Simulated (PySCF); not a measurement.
How methods differ on the ionisation energy of S

S [Ne] 3s2 3p4 (3P) → S⁺ [Ne] 3s2 3p3 (4S), as a difference of total energies. All numbers are calculated (PySCF 2.14, no relativity, point nucleus, in def2-TZVPPD (6s6p4d1f, 51 functions)). Correlated levels: valence and next inner shell: 1s2 frozen. The calculations carry no spin-orbit coupling.

```json
{"method": "UHF", "ionisation energy (eV)": "9.233", "error (eV)": "-1.103"}
{"method": "MP2 (valence and next inner shell)", "ionisation energy (eV)": "9.970", "error (eV)": "-0.366"}
{"method": "SCS-MP2 (valence and next inner shell)", "ionisation energy (eV)": "10.043", "error (eV)": "-0.293"}
{"method": "CCSD (valence and next inner shell)", "ionisation energy (eV)": "10.079", "error (eV)": "-0.257"}
{"method": "CCSD(T) (valence and next inner shell)", "ionisation energy (eV)": "10.117", "error (eV)": "-0.219"}
```

Reference: 10.336 eV (measured; NIST levels, between the centres of gravity of the two terms).

Errors of the correlated levels include the incompleteness of this basis and the frozen core.
